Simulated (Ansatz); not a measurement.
Stepwise reaction of `O[Si]O` with hydrogen, as a gas-phase model of exchange steps in deposition or etching. ΔE in kJ/mol; ΔG adds harmonic PBE0-D4 terms to CCSD(T)/CBS, at 1 bar.

Calculated with Ansatz (gas phase, PBE0-D4/def2-TZVP geometries, no zero-point term in ΔE). CCSD(T)/CBS adds triple-zeta CCSD(T) − MP2 to the extrapolated MP2 energy (def2 sets, frozen cores). This one scheme is used for every species. Functionals use def2-TZVPP. B3LYP here is the variant with VWN-RPA as its local correlation; programs differ in this. One conformer a species, not always the lowest.

```
step                        reaction  PBE-D4  B3LYP-D4  ωB97M-V  CCSD(T)/CBS  ΔG(400 K)
   1  `O[Si]O` + H₂ → `O[SiH]` + H₂O   145.3     148.8    150.8        144.3      142.5
   2  `O[SiH]` + H₂ → `[SiH2]` + H₂O   121.6     121.4    121.4        116.2      112.9
```

**Question.** By hand: ΔE of the 2 steps together at CCSD(T)/CBS.

**Answer.** (144.3) + (116.2) = 260.5 kJ/mol, or 130.2 kJ/mol a step.

In ΔE each step is lower than the one before. All are uphill at CCSD(T)/CBS. ΔG lies between 112.9 and 142.5 kJ/mol a step. PBE-D4 differs from CCSD(T)/CBS by 1.0 to 5.4 kJ/mol a step. Isolated molecules leave out the surface, adducts and barriers. Largest T1 diagnostic: 0.016.
